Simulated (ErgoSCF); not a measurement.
**BH2F (SMILES [H]B([H])F): HF/4-31G**

What is the energy change on altering one bond length of BH2F at HF/4-31G? 

Program for the calculation: ErgoSCF 3.8.

4 further runs of the same task are left out: 2 that didn't finish, 2 set aside as unsound or not needed.

## 1. Starting point

BH2F has 4 atoms, charge 0, and is taken as a singlet. SMILES: `[H]B([H])F`. Geometry: relaxed at GFN2-xTB.

Bond lengths: B1–F4 1.306 Å, B1–H2 1.171 Å, B1–H3 1.171 Å. Angles: H2–B1–F4 117.3°, H3–B1–F4 117.3°, H2–B1–H3 125.4°.

## 2. A single-point energy at HF/4-31G

run.inp

```
# BFH2, HF
set_nthreads(1)
tmpdir = "."
scf.max_number_of_iterations = 150
basis = "4-31G"
scf.output_mulliken_pop = 1
molecule_inline Angstrom
B        0.029990       0.049200       0.000600
H        1.198420      -0.033970       0.015630
H       -0.578270       1.050180      -0.019450
F       -0.650140      -1.065400       0.003230
EOF
run "HF"
```

Launch:

```
$ ergo < run.inp
```

Standard output:

```text
[...]
INSC SCF_general constructor, number of basis functions: 22
[...]
INSC Energy   1 =        -75.16311041899
[...]
INDE PURIFICATION CONVERGED after 29 iterations
[...]
INDE PURIFICATION CONVERGED after 46 iterations
[...]
INDE PURIFICATION CONVERGED after 25 iterations
[...]
INDE PURIFICATION CONVERGED after 25 iterations
[...]
INDE E(LUMO) - E(HOMO) <=          0.71259809876 =         19.39078219615 eV
[...]
INSC Energy  16 =       -125.15856274092  ( diff     -0.000000000000597 )
[...]
RESC CONVERGED after  16 iterations.
RESC FINAL ENERGY:       -125.15856274092
[...]
INSC SCF: dipole_moment_x [atomic units] =       0.26500620
INSC SCF: dipole_moment_y [atomic units] =       0.43439757
INSC SCF: dipole_moment_z [atomic units] =       0.00017920
[...]
```

Run time: 2.2 s. Hardware: 1 thread of Intel Xeon at 2.50GHz (Skylake/Cascade Lake), shared host; peak memory 0.27 GiB.

## 3. The distorted shape at the same level

input.ego

```
set_nthreads("env")
molecule_inline Angstrom
B       -0.203717       0.065835      -0.002406
H        1.198420      -0.033970       0.015630
H       -0.811977       1.066815      -0.022456
F       -0.883847      -1.048765       0.000224
EOF
charge = 0
scf.output_mulliken_pop = 1
basis = "4-31G"
tmpdir = "."
scf.max_number_of_iterations = 150
run "HF"
```

Launch:

```
$ ergo < input.ego
```

Standard output:

```text
[...]
INSC SCF_general constructor, number of basis functions: 22
[...]
INSC Energy   1 =        -74.96971611717
[...]
INDE PURIFICATION CONVERGED after 30 iterations
[...]
INDE PURIFICATION CONVERGED after 43 iterations
[...]
INDE PURIFICATION CONVERGED after 25 iterations
[...]
INDE PURIFICATION CONVERGED after 25 iterations
[...]
INDE E(LUMO) - E(HOMO) <=          0.70544532242 =         19.19614523559 eV
[...]
INSC Energy  16 =       -125.14113703874  ( diff     -0.000000000000853 )
[...]
RESC CONVERGED after  16 iterations.
RESC FINAL ENERGY:       -125.14113703874
[...]
INSC SCF: dipole_moment_x [atomic units] =       0.11682267
INSC SCF: dipole_moment_y [atomic units] =       0.45352659
INSC SCF: dipole_moment_z [atomic units] =      -0.00196777
[...]
```

Run time: 2.2 s. Hardware: 1 thread of Intel Xeon at 2.50GHz (Skylake/Cascade Lake), shared host; peak memory 0.27 GiB.

## 4. Summary of results

At HF/4-31G:

| quantity | value |
| --- | --- |
| first shape: total energy | -125.15856 Eh |
| first shape: dipole moment | 1.29 D |
| distorted shape: total energy | -125.14114 Eh |
| distorted shape: dipole moment | 1.19 D |
| energy change with the B1–H2 bond stretched from 1.171 to 1.406 Å | 0.474 eV |

**Reading.** With the B1–H2 bond stretched from 1.171 to 1.406 Å the energy rises by 0.47 eV (10.9 kcal/mol). The first shape isn't relaxed at this level, so the change isn't measured from a minimum. Mulliken charges (distorted shape) run from -0.44 on F4 to +0.63 on B1.
